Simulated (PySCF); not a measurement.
Species: mu-NH2-B2H5.
Cartesian coordinates in Å at the PBE0-D3(BJ)/def2-SVP level; atoms count from 1:
```xyz
10
B2H7N angstrom
B      0.585    0.712   -0.390
N     -0.720    0.401    0.386
B     -0.086   -0.989    0.123
H      1.007   -0.560   -0.541
H      0.405    1.083   -1.526
H      1.452    1.219    0.282
H     -0.756    0.704    1.353
H     -1.589    0.600   -0.096
H      0.374   -1.515    1.108
H     -0.672   -1.653   -0.699
```

The closed-shell ground state was solved at several levels (PySCF, density fitting, gas phase, non-relativistic).

```csv
level,basis functions,total energy (Eh),HOMO (eV),LUMO (eV),gap (eV),dipole (D)
B3LYP/pcJ-1,151,-108.7178,-8.65,0.39,9.04,2.85
PBE0/def2-SVPD,116,-108.4814,-8.80,0.16,8.96,2.77
PBE0/pcSseg-1,86,-108.5372,-8.81,0.73,9.54,2.80
```

Q: Estimate the row for KT2/pcSseg-1, a basis of 86 functions; the other rows only guide the guess.

A: Total energy -110.5603 Eh, HOMO -7.45 eV, LUMO -0.22 eV, gap 7.23 eV, dipole 2.73 D.

Q: Over all these levels, which gives the widest orbital gap and which the narrowest?

A: PBE0/pcSseg-1 (global hybrid, 25 % exact exchange) has the widest, 9.54 eV, and KT2/pcSseg-1 (GGA) the narrowest, 7.23 eV. The two share the basis. From the narrowest to the widest the HOMO moves by -1.36 eV and the LUMO by +0.95 eV.

Q: How far do the dipole and the HOMO energy spread over the levels?

A: The dipole runs from 2.73 to 2.85 D (mean 2.79 D) and the HOMO from -8.81 to -7.45 eV.

One conformer stands for the species.
